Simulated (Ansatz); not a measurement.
Molecular dynamics of BFH2

Input file:

```yaml
crystal:
  periodic: [false, false, false]
  atoms:
    - { symbol: B, position_ang: [0.013277, 0.0, 0.007668] }
    - { symbol: H, position_ang: [-0.032541, 0.0, 1.2141] }
    - { symbol: H, position_ang: [1.035166, 0.0, -0.635232] }
    - { symbol: F, position_ang: [-1.128502, 0.0, -0.651535] }
basis:
  gaussian: { orbitals: def2-SVP }
hamiltonian:
  xc: b3lyp
md:
  timestep: 1.0
  n_steps: 250
  ensemble: nvt_langevin
  temperature: 1000.0
  initial_velocities: maxwell_boltzmann
  seed: 54153
  friction: 0.005
```

Launched with:

```bash
$ ansatz run input.yaml --threads 1 --pin off --max-ram 2048MiB --backend cpu --events-out ev --progress --plain --runs-dir out
```

It starts from a relaxed structure.

Output, in part (one step line in 9, the closing report, with atoms numbered from 0):

```
md step     0: t =     0.00 fs  T =   750.0 K  F+E_penalty+E_count = -3424.07583706 eV  E_kin = 0.387780 eV  (21 SCF iters)
md step     9: t =     9.00 fs  T =   192.9 K  F+E_penalty+E_count = -3423.81019983 eV  E_kin = 0.099749 eV  (21 SCF iters)
md step    18: t =    18.00 fs  T =   313.5 K  F+E_penalty+E_count = -3423.83383685 eV  E_kin = 0.162084 eV  (21 SCF iters)
md step    27: t =    27.00 fs  T =   528.1 K  F+E_penalty+E_count = -3423.85543572 eV  E_kin = 0.273047 eV  (21 SCF iters)
md step    36: t =    36.00 fs  T =   907.4 K  F+E_penalty+E_count = -3423.98307486 eV  E_kin = 0.469187 eV  (21 SCF iters)
md step    45: t =    45.00 fs  T =   850.3 K  F+E_penalty+E_count = -3423.88924129 eV  E_kin = 0.439651 eV  (21 SCF iters)
md step    54: t =    54.00 fs  T =   312.9 K  F+E_penalty+E_count = -3423.57411566 eV  E_kin = 0.161791 eV  (22 SCF iters)
md step    63: t =    63.00 fs  T =  1057.7 K  F+E_penalty+E_count = -3423.91914841 eV  E_kin = 0.546858 eV  (20 SCF iters)
md step    72: t =    72.00 fs  T =  1121.2 K  F+E_penalty+E_count = -3423.84499567 eV  E_kin = 0.579722 eV  (21 SCF iters)
md step    81: t =    81.00 fs  T =  1065.6 K  F+E_penalty+E_count = -3423.77166029 eV  E_kin = 0.550933 eV  (21 SCF iters)
md step    90: t =    90.00 fs  T =   881.0 K  F+E_penalty+E_count = -3423.67926930 eV  E_kin = 0.455505 eV  (21 SCF iters)
md step    99: t =    99.00 fs  T =  1387.0 K  F+E_penalty+E_count = -3423.79178833 eV  E_kin = 0.717160 eV  (19 SCF iters)
md step   108: t =   108.00 fs  T =  1553.2 K  F+E_penalty+E_count = -3423.85993868 eV  E_kin = 0.803069 eV  (20 SCF iters)
md step   117: t =   117.00 fs  T =  1639.4 K  F+E_penalty+E_count = -3423.80479528 eV  E_kin = 0.847660 eV  (21 SCF iters)
md step   126: t =   126.00 fs  T =  1088.9 K  F+E_penalty+E_count = -3423.49429979 eV  E_kin = 0.562988 eV  (21 SCF iters)
md step   135: t =   135.00 fs  T =  1433.7 K  F+E_penalty+E_count = -3423.80712558 eV  E_kin = 0.741267 eV  (21 SCF iters)
md step   144: t =   144.00 fs  T =  1667.9 K  F+E_penalty+E_count = -3423.94056327 eV  E_kin = 0.862390 eV  (21 SCF iters)
md step   153: t =   153.00 fs  T =   976.4 K  F+E_penalty+E_count = -3423.68592220 eV  E_kin = 0.504846 eV  (21 SCF iters)
md step   162: t =   162.00 fs  T =  1202.7 K  F+E_penalty+E_count = -3423.81411917 eV  E_kin = 0.621851 eV  (22 SCF iters)
md step   171: t =   171.00 fs  T =   888.1 K  F+E_penalty+E_count = -3423.64566390 eV  E_kin = 0.459208 eV  (22 SCF iters)
md step   180: t =   180.00 fs  T =  1434.0 K  F+E_penalty+E_count = -3423.89143431 eV  E_kin = 0.741459 eV  (21 SCF iters)
md step   189: t =   189.00 fs  T =  1337.7 K  F+E_penalty+E_count = -3423.92180231 eV  E_kin = 0.691629 eV  (21 SCF iters)
md step   198: t =   198.00 fs  T =   774.4 K  F+E_penalty+E_count = -3423.61730019 eV  E_kin = 0.400373 eV  (20 SCF iters)
md step   207: t =   207.00 fs  T =  1216.9 K  F+E_penalty+E_count = -3423.98600947 eV  E_kin = 0.629207 eV  (20 SCF iters)
md step   216: t =   216.00 fs  T =   818.6 K  F+E_penalty+E_count = -3423.79989689 eV  E_kin = 0.423241 eV  (21 SCF iters)
md step   225: t =   225.00 fs  T =   809.1 K  F+E_penalty+E_count = -3423.75470451 eV  E_kin = 0.418335 eV  (22 SCF iters)
md step   234: t =   234.00 fs  T =  1187.1 K  F+E_penalty+E_count = -3423.90117206 eV  E_kin = 0.613792 eV  (21 SCF iters)
md step   243: t =   243.00 fs  T =   740.7 K  F+E_penalty+E_count = -3423.72720546 eV  E_kin = 0.382963 eV  (21 SCF iters)
md step   250: t =   250.00 fs  T =  1297.7 K  F+E_penalty+E_count = -3423.89850588 eV  E_kin = 0.670948 eV  (20 SCF iters)
Total energy: -3423.89867669 eV, -125.8259555664 hartree
Atom 0 at     0.685142     1.139965     0.242183 Å, force     0.436738    -0.182339     0.504867 eV/Å
Atom 1 at     0.078027     2.103842     0.793883 Å, force     0.935806    -0.823807    -0.289150 eV/Å
Atom 2 at     1.839070     0.587851     0.535674 Å, force    -1.686513     1.006330    -0.334081 eV/Å
Atom 3 at     0.003000     0.593275    -0.751567 Å, force     0.313969    -0.000184     0.118364 eV/Å
Dipole moment:     0.058235     0.052775     0.078526 e Å
```

All steps were run. A run of 0.25 ps of so small a system gives no equilibrium averages.

The same pairs are bonded in the first frame and the last. Pairs count as bonded within 1.25 times the sum of covalent radii (0.12 Å more for H–H).

Last frame:

```xyz
4
Properties=species:S:1:pos:R:3
B 0.685 1.140 0.242
H 0.078 2.104 0.794
H 1.839 0.588 0.536
F 0.003 0.593 -0.752
```

Run time: 72 s on 1 thread of Intel(R) Xeon(R) 6975P-C (Granite Rapids) (shared host), peak memory 0.091 GiB.
